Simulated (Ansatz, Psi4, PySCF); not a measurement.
Reaction (SMILES): C#CC#C -> 2 [C]#C (C2H) (the C-C bond breaks)

Wanted: bond dissociation energy (electronic), in kcal/mol. Terms: non-relativistic; dispersion terms only where a functional's name holds one; 6-311+G** with 5d; UHF or UKS for open shells; frozen cores in correlated levels; LANL2DZ all-electron up to Ne; 6-31G* and kin with 6d, 5d where marked; spin-orbit terms left out. Ab initio and DFT rows: single points at B3LYP-D3(BJ) geometries (Ansatz, an electronic-structure program). A UHF reference is markedly spin-contaminated in at least one set, which strains HF and MP2. The Hartree-Fock reference of C#CC#C is unstable towards a lower, spin-broken solution.

| level | program | bond dissociation energy (electronic) (kcal/mol) |
|---|---|---|
| HF/3-21G | Ansatz | 119.7 |
| HF/6-311+G** | Ansatz | 122.5 |
| PBE/3-21G | Ansatz | 173.5 |
| PBE/6-311+G** | Ansatz | 173.0 |
| BP86/def2-SVP | PySCF | 174.2 |
| B3LYP/6-31G | Ansatz | 171.7 |
| B3LYP/6-31+G* | Ansatz | 169.2 |
| PBE0/6-31G* | Ansatz | 172.1 |
| PBE0/6-311+G** | Ansatz | 170.0 |
| M06-2X/6-31G* (5d) | PySCF | 167.5 |
| wB97X-D/6-31G* | Psi4 | 170.6 |
| MP2/3-21G | Ansatz | 178.8 |
| MP2/LANL2DZ | Ansatz | 181.4 |
| r2SCAN-D4/def2-TZVPD | Ansatz + dftd4 | 166.6 |

No value to compare with is used here. The 13 habitual levels span 119.7 (HF/3-21G) to 181.4 kcal/mol (MP2/LANL2DZ); r2SCAN-D4/def2-TZVPD gives 166.6.

The levels are drawn from those run, B3LYP/6-31G* more often than the rest, none by its result; runs whose electronic state is in doubt are left out.
